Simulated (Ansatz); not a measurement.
# SiPH (singlet): from Hartree-Fock to the top rungs at distance Si1–H3 = 1.812 Å, 6-31G

How much of the correlation energy of SiPH (singlet) does each wave-function method recover here?

The runs use Ansatz 0.2.0, Gaussian basis; 6-31G, core rule «outside noble gas», up to 10 orbitals frozen.

To be run: UHF; CCSD(T) on RHF; CCSD(T) on UHF; BCCD(T) on RHF; CISD; CCSDT(Q) on RHF; CCSDT(Q) on UHF; CISDTQ; CCSDTQ on RHF; CASSCF and MRCISD+Q, 2 electrons in 2 orbitals; CASSCF and NEVPT2, 2 electrons in 2 orbitals; CASSCF and MRCISD+Q, 10 electrons in 9 orbitals; CASSCF and NEVPT2, 10 electrons in 9 orbitals; Full CI.

9 further runs of the same task are left out: 7 that didn't finish, 2 set aside as unsound or not needed.

**1. What is computed**

The geometry derives from a PBE0/def2-TZVP stationary point (not a proven minimum). One bond is set to the value named and the two fragments are kept rigid.

3 atoms, charge 0, spin multiplicity 1.

Atoms are counted from 1 here; the program's logs count them from 0.

Bond lengths: Si1–P2 1.944 Å.

**2. UHF**

File in.yaml:

```yaml
crystal:
  periodic: [false, false, false]
  atoms:
    - {symbol: Si, position_ang: [0.000000, 0.000000, 0.044133]}
    - {symbol: P, position_ang: [0.000000, 0.000000, -1.900267]}
    - {symbol: H, position_ang: [0.000000, 0.000000, 1.856133]}
basis:
  gaussian: {orbitals: 6-31G}
magnetization: {spin_polarized: true, initial_magnetization: 0}
hamiltonian: {xc: hf}
output: {orbitals: {seedname: orbitals}}
```

Command:

```sh
$ ansatz run in.yaml --threads 1 --pin off --events-out ev --progress --plain --max-ram 2393MiB
```

Further steps of the session: CCSD(T) on RHF; CCSD(T) on UHF; BCCD(T) on RHF; CISD; CCSDT(Q) on RHF; CCSDT(Q) on UHF; CISDTQ; CCSDTQ on RHF; CASSCF and MRCISD+Q, 2 electrons in 2 orbitals; CASSCF and NEVPT2, 2 electrons in 2 orbitals; CASSCF and MRCISD+Q, 10 electrons in 9 orbitals; CASSCF and NEVPT2, 10 electrons in 9 orbitals; Full CI.

Q: Predict the results of all the runs planned. Wanted: FCI below the RHF energy; RMP2 from FCI; RCCSD from FCI; RCCSD(T) from FCI; RCCSDT(Q) from FCI; NEVPT2 pair from FCI; NEVPT2 valence from FCI; MRCISD+Q valence from FCI; T1 diagnostic.

As calculated:

```
                         quantity                                                         value
         FCI below the RHF energy                                                    -4.3433 eV
                    RMP2 from FCI                                                    +591.7 meV
                   RCCSD from FCI                                                    +214.8 meV
                RCCSD(T) from FCI                                                     +59.1 meV
               RCCSDT(Q) from FCI                                                      +0.2 meV
             NEVPT2 pair from FCI                                                    +487.8 meV
          NEVPT2 valence from FCI                                                    +252.2 meV
        MRCISD+Q valence from FCI                                                      +5.3 meV
levels within 1 kcal/mol (43 meV)  RCCSDT, RCCSDT(Q), RCCSDTQ, MRCISD valence, MRCISD+Q valence
                    T1 diagnostic                                                         0.022
   effectively unpaired electrons                                                          0.25
```

RCCSD(T) lands +59.1 meV from the yardstick (1.4 % of the correlation energy). The occupations show some static correlation. Of the multireference levels listed MRCISD+Q valence comes nearest in total energy (+5.3 meV), which doesn't show that its space is the better one. These misses are within one basis, not against nature.
